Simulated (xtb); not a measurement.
xtb input:

```bash
xtb mol.xyz --gfn 1 --opt tight --chrg 0 --uhf 0
```
mol.xyz:
```
8

C      0.01324194     0.81758858    -0.01276392
C      1.51567282     0.64569034    -0.01856739
Cl    -0.83444090    -0.78203684     0.01684244
H     -0.33330320     1.35547911     0.86643399
H     -0.34328722     1.32799722    -0.90426753
H      1.99427262     1.62844639    -0.03651866
H      1.85214717     0.11523649     0.87210240
H      1.84217733     0.08779363    -0.89608378
```

**Question.** Predict the final energy.

**Answer.** -11.17818 Eh (GFN1-xTB).
